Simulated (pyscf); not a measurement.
# Concerted two-bond exchange: H₂N–NH–AlH₂ → H₂N–AlH–NH₂

Gas phase, singlet surface, charge 0. Bonds broken: N1–N2, Al3–H7. Bonds formed: N1–Al3, N2–H7. Single points on ωB97X-D3(BJ)/def2-SVP structures (PySCF, gas phase). MP2 and CC: frozen core, UHF for open shells. ΔMP2 is the change of the MP2 total energy from the triple- to the quadruple-zeta basis.

Transition state (Å):

```xyz
8

N     -1.8437    -0.3389     0.1878
N      0.5290     0.3408     0.2574
Al    -0.6152     0.0316    -1.1384
H     -1.7351    -1.0435     0.9117
H     -2.5143     0.3642     0.4896
H      1.0883     1.1822     0.5003
H      0.7130    -0.9093    -1.4911
H     -1.1695     0.9363    -2.3212
```

One imaginary mode, 844i cm⁻¹; descent along it reached the two sides named.

```
bond    change  reactant side (Å)  saddle  product side
------  ------  -----------------  ------  ------------
N1–N2   breaks              1.450   2.469           3.1
Al3–H7  breaks              1.584   1.665         2.517
N1–Al3   forms              2.028   1.845         1.777
N2–H7    forms                2.9   2.157         1.014
```

Electronic energies relative to the reactant's lowest minimum found (kcal/mol):

| level | barrier | reaction energy | reverse barrier |
|---|---|---|---|
| ωB97X-D3(BJ)/def2-TZVP | 71.3 | -61.3 | 132.5 |
| PBE/def2-TZVP | 53.8 | -59.8 | 113.6 |
| r²SCAN/def2-TZVP | 57.4 | -63.0 | 120.3 |
| B3LYP-D3(BJ)/def2-TZVP | 58.8 | -62.9 | 121.7 |
| PBE0-D3(BJ)/def2-TZVP | 66.2 | -60.7 | 126.9 |
| M06-2X/def2-TZVP | 70.8 | -64.4 | 135.2 |
| ωB97M-D3(BJ)/def2-TZVP | 68.3 | -62.7 | 131.0 |
| HF/def2-TZVP | 72.5 | -65.1 | 137.7 |
| MP2/def2-QZVPP | 81.8 | -67.7 | 149.5 |
| CCSD/def2-TZVPP | 69.8 | -64.7 | 134.5 |
| CCSD(T)/def2-TZVPP | 63.9 | -64.2 | 128.0 |
| CCSD(T)/def2-TZVPP + ΔMP2(QZVPP) | 63.8 | -65.0 | 128.8 |

With CCSD(T)/def2-TZVPP + ΔMP2(QZVPP) energies and thermal terms (ideal gas, 1 atm, RRHO with modes under 100 cm⁻¹ raised to 100, one conformer, R ln 2 for chiral ones without a mode under 150 cm⁻¹), in kcal/mol:

```json
[
 {"T (K)": "298", "ΔH‡": "59.5", "ΔG‡": "58.6", "ΔH": "-64.1", "ΔG": "-64.4"},
 {"T (K)": "600", "ΔH‡": "60.0", "ΔG‡": "57.4", "ΔH": "-63.4", "ΔG": "-65.0"},
 {"T (K)": "900", "ΔH‡": "60.1", "ΔG‡": "56.1", "ΔH": "-63.2", "ΔG": "-65.9"},
 {"T (K)": "1200", "ΔH‡": "59.9", "ΔG‡": "54.8", "ΔH": "-63.3", "ΔG": "-66.7"}
]
```

What is counted as formed (Al–N) is already present as a longer contact in the reactant adduct; forming that adduct is a step of its own. From the product side, NH₂• + [H₂N–AlH]• lies, by one bond made or cut, 17.9 kcal/mol under this saddle at ωB97M-D3(BJ). H₂N–NH–AlH₂ is closed by a dative Al–N contact. One saddle was located; it need not be the lowest between these sides. One closed-shell reference is unstable to symmetry breaking; treat the single-reference values with care. The CCSD(T) − MP2 part came from Ansatz, without density fitting, on the same reference. The largest closed-shell T1 diagnostic is 0.055, which may signal static correlation.
